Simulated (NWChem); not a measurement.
System: CH, doublet; SMILES [CH]

```xyz
2

C      0.0000     0.0000    -0.1620
H      0.0000     0.0000     0.9574
```
Atoms are numbered in this order, from 1.

The state is orbitally degenerate and is run as one real component. The geometry was optimised at PBE0/def2-SVP, spin-unrestricted. No stability test was run on the SCF state.

 States above −ε(HOMO) = 5.9 eV lie in this functional's continuum and hang on the basis.

**Question.** List the 6 lowest vertical excitations from PBE/def2-SVPD, spin-unrestricted, TDA (NWChem).

**Answer.** 
```json
[
 {"state": "state 1", "energy (eV)": "0.31", "oscillator strength": "0.000", "<S²>": "0.75"},
 {"state": "state 2", "energy (eV)": "1.08", "oscillator strength": "0.000", "<S²>": "2.75"},
 {"state": "state 3", "energy (eV)": "3.16", "oscillator strength": "0.014", "<S²>": "0.76"},
 {"state": "state 4", "energy (eV)": "3.64", "oscillator strength": "0.012", "<S²>": "0.76"},
 {"state": "state 5", "energy (eV)": "6.54", "oscillator strength": "0.033", "<S²>": "0.75"},
 {"state": "state 6", "energy (eV)": "7.69", "oscillator strength": "0.009", "<S²>": "2.66"}
]
```
